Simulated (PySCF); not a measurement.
H₃N, SMILES N. Geometry: PBE0-D3(BJ)/def2-TZVPD.

TDDFT-ωB97X/def2-TZVPD in PySCF 2.14.0 puts the lowest singlet excitations at 6.83, 9.19, 9.19, 10.49, 10.49, 10.63 eV.

Task: What are the lowest excitation roots from ADC(2)/aug-cc-pVDZ in PySCF 2.14.0? (Estimate from the structure and the level; the computed values follow.)

Result: 6.19, 7.67, 7.67, 9.32, 10.09, 10.34 eV. S1 differs by -0.64 eV (second minus first; roots are paired by order, and the bases may differ).
